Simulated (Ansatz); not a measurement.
# SiNH₄ (quartet): from Hartree-Fock to the top rungs at distance Si1–H5 along a hydrogen transfer = 1.381 Å, cc-pVDZ

The task here is to estimate one member of a computed series from the others.

Method: cc-pVDZ, core rule «outside noble gas», up to 6 orbitals frozen; program: Ansatz 0.2.0, Gaussian basis.

The runs, in order: UHF; CCSD(T) on ROHF; CCSD(T) on UHF; BCCD(T) on ROHF; CISD; CCSDT(Q) on ROHF; CCSDT(Q) on UHF; CASSCF and MRCISD+Q, 5 electrons in 5 orbitals; CASSCF and NEVPT2, 5 electrons in 5 orbitals.

11 further runs of the same task are left out: 1 for a mislabelled method, 8 that didn't finish, 2 set aside as unsound or not needed.

## The system

The geometry derives from fragments relaxed apart (PBE0/def2-TZVP) and kept rigid, so it is no stationary point. A hydrogen atom is moved between rigid fragments.

6 atoms, charge 0, spin multiplicity 4.

Atoms are counted from 1 here; the program's logs count them from 0.

Bond lengths: Si1–H2 1.485 Å, Si1–H3 1.485 Å, Si1–H4 1.485 Å, Si1–H5 1.381 Å. Angles: H2–Si1–H3 109.5°, H2–Si1–H4 109.5°, H2–Si1–H5 109.5°, H3–Si1–H4 109.5°, H3–Si1–H5 109.5°, H4–Si1–H5 109.5°.

Set-up of the first run:

in.yaml reads:

```yaml
crystal:
  periodic: [false, false, false]
  atoms:
    - {symbol: Si, position_ang: [-0.971622, 0.000000, 0.000000]}
    - {symbol: H, position_ang: [-1.466494, 1.399708, 0.000000]}
    - {symbol: H, position_ang: [-1.466493, -0.699854, 1.212183]}
    - {symbol: H, position_ang: [-1.466494, -0.699854, -1.212183]}
    - {symbol: H, position_ang: [0.409378, 0.000000, 0.000000]}
    - {symbol: N, position_ang: [2.235378, 0.000000, 0.000000]}
basis:
  gaussian: {orbitals: cc-pVDZ}
magnetization: {spin_polarized: true, initial_magnetization: 3}
hamiltonian: {xc: hf}
output: {orbitals: {seedname: orbitals}}
```

On the command line:

```sh
$ ansatz run in.yaml --threads 1 --pin off --events-out ev --progress --plain --max-ram 2393MiB
```

Among the steps run: UHF; CCSD(T) on ROHF; CCSD(T) on UHF; BCCD(T) on ROHF; CISD; CCSDT(Q) on ROHF; CCSDT(Q) on UHF; CASSCF and MRCISD+Q, 5 electrons in 5 orbitals; CASSCF and NEVPT2, 5 electrons in 5 orbitals.

One table of the session follows, with a row left open; its other results are not shown here.

```
       method  from UCCSDT(Q) (kcal/mol)
         ROHF                    +154.51
          UHF                    +152.43
         RMP2                     +32.57
         UMP2                     +32.21
         CISD                     +13.83
        RCCSD                      +2.79
        UCCSD                      +2.74
     RCCSD(T)                      +0.60
     UCCSD(T)                      +0.56
      BCCD(T)                      +0.60
       RCCSDT                      +0.11
       UCCSDT                      +0.07
    RCCSDT(Q)                      +0.05
    UCCSDT(Q)                          0
  CASSCF pair                    +146.21
  NEVPT2 pair                     +32.59
  MRCISD pair                     +12.46
MRCISD+Q pair                          ?
```

Estimate the missing values for MRCISD+Q pair.

The run gave: from UCCSDT(Q) (kcal/mol): +0.09. In the column «from UCCSDT(Q) (kcal/mol)» it lies between UCCSDT (+0.07) and RCCSDT (+0.11).

Among the levels timed on like hardware and quicker than the yardstick, those that no quicker one beats, quickest first: NEVPT2 pair (0.99 s, +32.59 kcal/mol); MRCISD+Q pair (1.4 s, +0.09 kcal/mol).

Caveats from the session: Of the multireference levels listed MRCISD+Q pair comes nearest in total energy (+0.09 kcal/mol), which doesn't show that its space is the better one. Restricted and unrestricted rows rest on different reference determinants; where their highest levels disagree by more than a few hundredths of an eV, they describe different states and don't form one ladder.
